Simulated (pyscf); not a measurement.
PySCF, gas phase, ωB97X-D3(BJ)/def2-SVP geometries.

For `[S]=[Sn]([Cl])[Cl]` + `[ClH]` -> `[SH][Sn]([Cl])([Cl])[Cl]`, an addition across a multiple bond or ene-type step (singlet surface; Cl–H broken, H–S, Cl–Sn formed), PBE/def2-TZVP gives ΔE‡ = -6.3 kcal/mol and ΔE = -40.5 kcal/mol (zero: the separated reactants). In which direction and how far do B3LYP-D3(BJ)/def2-TZVP, M06-2X/def2-TZVP, ωB97M-D3(BJ)/def2-TZVP move these?

B3LYP-D3(BJ): ΔE‡ = -5.0 kcal/mol, ΔE = -44.2 kcal/mol; M06-2X: ΔE‡ = -5.6 kcal/mol, ΔE = -47.9 kcal/mol; ωB97M-D3(BJ): ΔE‡ = -4.5 kcal/mol, ΔE = -46.6 kcal/mol. PBE's barrier lies under all of them, by 0.6 to 1.8 kcal/mol. Its reaction energy lies over all of them, by 3.8 to 7.4 kcal/mol. On the reactant side the descent ends in an adduct with a Cl–Sn contact, 8.8 kcal/mol under the separated species and 1.4 kcal/mol under the saddle at ωB97X-D3(BJ)/def2-TZVP. At PBE, B3LYP-D3(BJ), M06-2X, ωB97M-D3(BJ) the saddle lies under the separated reactants, which points to a path from their complex (located at ωB97X-D3(BJ) alone). What is counted as formed (Cl–Sn) is already present as a longer contact in the reactant adduct; forming that adduct is a step of its own. At ωB97X-D3(BJ)/def2-TZVP the barrier from the zero used here is -7.4 kcal/mol. This is the saddle that the search found; another between the same sides may lie lower. Elements past Kr carry the def2 core potentials, without spin-orbit coupling.
